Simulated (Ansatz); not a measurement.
## How close CCSD(T) comes to the exact answer in a basis

Each species is computed at the geometry given (Å), with frozen cores, in Ansatz 0.2.0: RHF-CCSD(T) for singlets, UHF-CCSD(T) otherwise, and full CI in the same basis. The program picks the determinant by trial CCSD, so it needn't be the lowest Hartree–Fock solution. States: B2H⁺ Π, H2B–B⁺ A2, GeC Σ⁺ or Δ. Cases whose determinant has another symmetry than full CI's state, or whose (Q) step broke down, weren't drawn. No relativity is included.

Question: Judging by size, spin and bonding and the diagnostics given, rank them by the size of CCSD(T)'s error in total energy against full CI in the same basis, smallest first (an estimate).
A. GeC, singlet, cc-pVDZ: Ge 0.000 0.000 0.000; C 0.000 0.000 1.524. T1 0.072, (T) -496 meV in a correlation energy of -6.89 eV
B. B$_{2}$H⁺, triplet, cc-pVDZ: B 0.000 0.000 0.114; B 0.000 0.000 -1.406; H 0.000 0.000 1.292. T1 0.017, (T) -60 meV in a correlation energy of -2.80 eV
C. H2B–B⁺, quartet, cc-pVDZ: B 0.000 0.000 0.676; B 0.000 0.000 -0.909; H 0.000 1.048 1.254; H 0.000 -1.048 1.254. T1 0.026, (T) -107 meV in a correlation energy of -3.59 eV

Answer: B (23.3 meV), C (39.6 meV), A (66.0 meV).

```
        species    basis  correlated electrons  CCSD(T) − full CI (meV)  CCSDT(Q) − full CI (meV)  unpaired electrons (full CI)     T1  ⟨S²⟩ of the determinant
  B2H⁺, triplet  cc-pVDZ                     6                     23.3                       0.4                          2.03  0.017                     2.00
H2B–B⁺, quartet  cc-pVDZ                     7                     39.6                       0.7                          3.05  0.026                     3.78
   GeC, singlet  cc-pVDZ                     8                     66.0                     -15.0                          0.52  0.072                     0.00
```

Unpaired electrons are Σ n²(2−n)² over natural occupations; an open shell counts its own unpaired electrons too. Frozen cores follow each run's orbitals, which moves totals by a few meV.
